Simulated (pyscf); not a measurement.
PySCF, gas phase, ωB97X-D3(BJ)/def2-SVP geometries. MP2 and CC: frozen core, UHF for open shells. ΔMP2 is the change of the MP2 total energy from the triple- to the quadruple-zeta basis.

Problem. For `[NH2][BH][F]` -> `[B][F]` [singlet] + `[NH3]`, a 1,1-elimination (singlet surface; B–N, B–H broken, H–N formed), PBE/def2-TZVP gives ΔE‡ = 4.25 eV and ΔE = +3.70 eV (zero: the reactant's lowest minimum found). In which direction and how far do r²SCAN/def2-TZVP, ωB97M-D3(BJ)/def2-TZVP, CCSD(T)/def2-TZVPP + ΔMP2(QZVPP) move these?

Solution. r²SCAN: ΔE‡ = 4.48 eV, ΔE = +3.81 eV; ωB97M-D3(BJ): ΔE‡ = 4.53 eV, ΔE = +3.52 eV; CCSD(T): ΔE‡ = 4.56 eV, ΔE = +3.41 eV. PBE's barrier lies under all of them, by 0.24 to 0.32 eV. Its reaction energy lies among theirs. Low barriers are usual for a GGA, whose delocalisation error favours stretched bonds. The products may also form a dative adduct at B–F [singlet]; it and routes through it were not searched. The same reactants have a lower exit, to HB=NH + HF (barrier +3.22 eV at ωB97M-D3(BJ), against +4.53 eV here). This is the saddle that the search found; another between the same sides may lie lower. The CCSD(T) − MP2 part came from Ansatz, without density fitting, on the same reference.
